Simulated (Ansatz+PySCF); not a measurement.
singlet H2O2 in separate pieces: levels of theory in one basis

```xyz
4

O     0.0000    0.0000   -0.1085
H     0.0000    0.0000    0.8679
O    29.9996   -0.1059   -0.0237
H    30.0032    0.8471    0.1892
```

Basis set: cc-pVDZ (spherical functions). Frozen core: 2 orbitals. Charge 0, multiplicity 1.

Computed with Ansatz (development build ahead of 0.2.0); each method stands on the lowest determinant of its kind that the runs found. NEVPT2 correlates all electrons. Active spaces start from the frontier orbitals, and the lowest solution found is given.

```json
{"method": "RHF", "E − E(RHF) (eV)": "0.00", "<S²> of the determinant": "0.00"}
{"method": "UHF", "E − E(RHF) (eV)": "-10.37", "<S²> of the determinant": "1.01"}
{"method": "UHF-MP2", "E − E(RHF) (eV)": "-18.49", "<S²> of the determinant": "1.01"}
{"method": "RHF-CCSD", "E − E(RHF) (eV)": "-17.99", "<S²> of the determinant": "–"}
{"method": "RHF-CCSD(T)", "E − E(RHF) (eV)": "-20.55", "<S²> of the determinant": "–"}
{"method": "UHF-CCSD(T)", "E − E(RHF) (eV)": "-19.39", "<S²> of the determinant": "1.01"}
{"method": "RHF-CCSDT(Q)", "E − E(RHF) (eV)": "-19.44", "<S²> of the determinant": "–"}
{"method": "UHF-CCSDT(Q)", "E − E(RHF) (eV)": "-19.41", "<S²> of the determinant": "1.01"}
{"method": "CASSCF(6,4)", "E − E(RHF) (eV)": "-10.16", "<S²> of the determinant": "–"}
{"method": "CASSCF(2,2)", "E − E(RHF) (eV)": "-10.16", "<S²> of the determinant": "–"}
{"method": "SC-NEVPT2(2,2)", "E − E(RHF) (eV)": "-18.63", "<S²> of the determinant": "–"}
{"method": "SC-NEVPT2(6,4)", "E − E(RHF) (eV)": "-18.43", "<S²> of the determinant": "–"}
```

(1) What does UHF-CCSD give on the same scale?

(2) Is a single determinant a sound starting point here?

Results:

(1) -19.29 eV.

(2) It is doubtful. Unrestricted orbitals lower Hartree–Fock by 10.37 eV and <S²> is 1.01 where a pure state has 0.00, a sign of strong static correlation. The CASSCF(6,4) natural occupations are 2.00, 2.00, 1.00, 1.00. The CASSCF(2,2) natural occupations are 1.00, 1.00.

Caution for RHF, RHF-CCSD, RHF-CCSD(T), RHF-CCSDT(Q): an unrestricted determinant lies well below. Caution for UHF, UHF-MP2, UHF-CCSD, UHF-CCSD(T), UHF-CCSDT(Q): the unrestricted determinant is a mixture of spin states. Caution for UHF-MP2, UHF-CCSD, UHF-CCSD(T), UHF-CCSDT(Q): bonds are stretched, where a single reference can fail. Caution for RHF-CCSD, RHF-CCSDT(Q): large amplitudes, a single reference is doubtful. Caution for RHF-CCSD(T): very large amplitudes, the method is breaking down; the program finds a lower state of this spin; the program doubts this total. Caution for RHF-CCSDT(Q): the amplitudes may be one of several solutions.
